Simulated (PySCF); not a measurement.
chloromethane (CH3Cl), SMILES CCl.

Geometry optimised at ωB97X-D3(BJ)/def2-TZVP.

Vertical ionisation energy (IE) and electron affinity (EA) in eV. Rows of orbital energies are one-electron estimates. Where ΔSCF, EOM or ADC give a negative EA the extra electron is unbound and the value depends on the basis.

```json
[
 {"level": "−ε(HOMO), −ε(LUMO), HF/def2-TZVPD (PySCF)", "IE": "11.85", "EA": "-1.94"},
 {"level": "−ε(HOMO), −ε(LUMO), ωB97X/def2-TZVPD (PySCF)", "IE": "10.97", "EA": "-1.99"},
 {"level": "ADC(2)/aug-cc-pVDZ (PySCF)", "IE": "10.76", "EA": "-0.68"}
]
```

Question: Beyond the first one, list the lowest photoelectron lines from ADC(2)/aug-cc-pVDZ run with PySCF with their pole strengths (two spins summed). (The exact figures need the calculation; the answer reports its results.)

Answer: 13.96 eV (1.81), 15.33 eV (1.80), 15.33 eV (1.80), 22.07 eV (1.71).
